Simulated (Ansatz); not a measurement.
**AlMgH3 (singlet): wave-function methods side by side at distance Mg2–H5 = 1.515 Å, 6-31G**

How much of the correlation energy of AlMgH3 (singlet) does each wave-function method recover here?

Program: Ansatz 0.2.0, Gaussian basis. Level of theory: 6-31G, core rule «outside noble gas», up to 10 orbitals frozen. These are calculated values, not measurements.

To be run: UHF; CCSD(T) on RHF; BCCD(T) on RHF; CISD; CCSDT(Q) on RHF; CCSDTQ on RHF; CASSCF and MRCISD+Q, 2 electrons in 2 orbitals; CASSCF and NEVPT2, 2 electrons in 2 orbitals; CASSCF and MRCISD+Q, 8 electrons in 11 orbitals; CASSCF and NEVPT2, 8 electrons in 11 orbitals; Full CI.

28 further runs of the same task are left out: 1 for a known fault of the program, 17 that didn't finish, 10 set aside as unsound or not needed. Runs told in other sessions of the task aren't counted.

### 1 What is computed

The geometry derives from a PBE0/def2-TZVP stationary point (not a proven minimum). One bond is set to the value named and the two fragments are kept rigid.

5 atoms, charge 0, spin multiplicity 1.

Atoms are counted from 1 here; the program's logs count them from 0.

Bond lengths: Al1–H3 1.602 Å, Al1–H4 1.602 Å, Mg2–H5 1.515 Å. Angles: H3–Al1–H4 113.1°.

### 2 UHF

Contents of in.yaml:

```yaml
crystal:
  periodic: [false, false, false]
  atoms:
    - {symbol: Al, position_ang: [0.000000, 0.000000, 1.272856]}
    - {symbol: Mg, position_ang: [0.000000, 0.000000, -1.468106]}
    - {symbol: H, position_ang: [0.000000, 1.336907, 2.155645]}
    - {symbol: H, position_ang: [0.000000, -1.336907, 2.155645]}
    - {symbol: H, position_ang: [0.000000, 0.000000, -2.983106]}
basis:
  gaussian: {orbitals: 6-31G}
magnetization: {spin_polarized: true, initial_magnetization: 0}
hamiltonian: {xc: hf}
output: {orbitals: {seedname: orbitals}}
```

Command:

```sh
$ ansatz run in.yaml --threads 1 --pin off --events-out ev --progress --plain --max-ram 2393MiB
```

Further steps of the session: CCSD(T) on RHF; BCCD(T) on RHF; CISD; CCSDT(Q) on RHF; CCSDTQ on RHF; CASSCF and MRCISD+Q, 2 electrons in 2 orbitals; CASSCF and NEVPT2, 2 electrons in 2 orbitals; CASSCF and MRCISD+Q, 8 electrons in 11 orbitals; CASSCF and NEVPT2, 8 electrons in 11 orbitals; Full CI.

Q: Predict the results of all the runs planned. Wanted: FCI from the RHF energy; RMP2 from FCI; RCCSD from FCI; RCCSD(T) from FCI; RCCSDT(Q) from FCI; NEVPT2 valence from FCI; MRCISD+Q valence from FCI; T1 diagnostic; effectively unpaired electrons.

As calculated:

| quantity | value |
| --- | --- |
| FCI from the RHF energy | -2.1860 eV |
| RMP2 from FCI | +681.5 meV |
| RCCSD from FCI | +46.9 meV |
| RCCSD(T) from FCI | +16.7 meV |
| RCCSDT(Q) from FCI | +0.7 meV |
| NEVPT2 valence from FCI | +152.1 meV |
| MRCISD+Q valence from FCI | +8.9 meV |
| levels within 1 kcal/mol (43 meV) | RCCSD(T), BCCD(T), RCCSDT, RCCSDT(Q), RCCSDTQ, MRCISD valence, MRCISD+Q valence |
| T1 diagnostic | 0.014 |
| effectively unpaired electrons | 0.04 |

RCCSD(T) lands +16.7 meV from the yardstick (0.8 % of the correlation energy). One determinant dominates. Of the multireference levels listed MRCISD+Q valence comes nearest in total energy (+8.9 meV), which doesn't show that its space is the better one. These misses are within one basis, not against nature.
